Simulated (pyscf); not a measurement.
Single points on ωB97X-D3(BJ)/def2-SVP structures (PySCF, gas phase). Correlated levels are frozen-core, on RHF or UHF. ΔMP2 is the change of the MP2 total energy from the triple- to the quadruple-zeta basis.

Problem. Estimate the classical barrier height and the reaction energy of silane (SiH₄) + Br atom (Br•) -> H₃Si–Br + H atom (H•) at CCSD(T)/def2-TZVPP + ΔMP2(QZVPP). The step runs on the doublet surface, breaks H–Si and forms Br–Si; take the separated reactants as zero.

Solution. ΔE‡ = 10.6 kcal/mol, ΔE = -1.1 kcal/mol. Zero-point energy shifts the barrier by -1.7 kcal/mol. It is a substitution at Si, with an imaginary mode of 607i cm⁻¹. This is the saddle that the search found; another between the same sides may lie lower. The angle at the attacked Si is 146°. The CCSD(T) − MP2 part came from Ansatz, without density fitting, on the same reference. The frozen core leaves the outer d or s,p core shells of the metals and heavy elements correlated in the MP2 and CC values, and def2-TZVPP describes them poorly, which can shift differences by a few kcal/mol. Left out: the spin-orbit lowering of Br, which is large for Br, Se, Te and I. Elements up to Kr have no core potential and no relativistic terms here.
